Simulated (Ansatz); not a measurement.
This geometry of C3H6FN (11 atoms, charge 0, multiplicity 1) is a first-order saddle point.

Level of theory: RKS revPBE/6-31G* (Ansatz).

```xyz
11
Properties=species:S:1:pos:R:3
C -1.057 0.520 1.044
C 0.379 0.538 0.470
N 0.598 -0.340 -0.618
C 0.728 -1.108 -1.560
F 1.930 -1.292 -2.266
H -1.140 1.228 1.888
H -1.790 0.810 0.272
H -1.319 -0.488 1.408
H 1.106 0.290 1.270
H 0.641 1.566 0.146
H -0.012 -1.782 -2.032
```

(1) Which two structures does it join? (They come from a converged band through this point; their orientation in space is the band's.)

(2) How far does it lie above each of them?

Results:

(1) No bond is made or broken. The dihedral C2–N3–C4–F5 changes from 1 to -179° by way of a nearly straight angle C2–N3–C4 (up to 177°), not by a turn about the bond.

Image 0:

```xyz
11
Properties=species:S:1:pos:R:3
C -1.014 0.628 1.002
C 0.376 0.250 0.459
N 0.303 -1.022 -0.276
C 0.709 -1.111 -1.468
F 1.265 -0.100 -2.220
H -0.946 1.537 1.625
H -1.719 0.828 0.176
H -1.429 -0.189 1.616
H 1.064 0.083 1.309
H 0.792 1.076 -0.149
H 0.663 -2.037 -2.053
```

Image 6:

```xyz
11
Properties=species:S:1:pos:R:3
C -1.018 0.604 0.992
C 0.390 0.244 0.483
N 0.356 -1.012 -0.277
C 0.739 -0.967 -1.480
F 0.728 -2.082 -2.249
H -0.976 1.505 1.628
H -1.701 0.804 0.149
H -1.439 -0.226 1.584
H 1.061 0.081 1.348
H 0.811 1.093 -0.101
H 1.114 -0.102 -2.057
```

(2) 18.0 kcal/mol above the first and 16.6 kcal/mol above the second. This is the barrier of this one path; another mechanism may lie lower.

Run time: 5.6 min on 1 thread of Arm Neoverse V1 (shared host), peak memory 0.25 GiB.
